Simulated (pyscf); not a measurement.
Optimised with ωB97X-D3(BJ)/def2-SVP in PySCF.

Question: Estimate the classical barrier height and the reaction energy of `[F][C]([F])([F])[Cl]` + `[H]` [doublet] → `[F][C]([F])[F]` [doublet] + `[ClH]` at ωB97M-D3(BJ)/def2-TZVP. The step runs on the doublet surface, breaks C–Cl and forms Cl–H; take the separated reactants as zero.

Answer: ΔE‡ = 11.6 kcal/mol, ΔE = -17.3 kcal/mol. Zero-point energy shifts the barrier by +0.4 kcal/mol. It is an atom transfer, with an imaginary mode of 1104i cm⁻¹. This is the saddle that the search found; another between the same sides may lie lower. The angle at the transferred Cl is 180°.
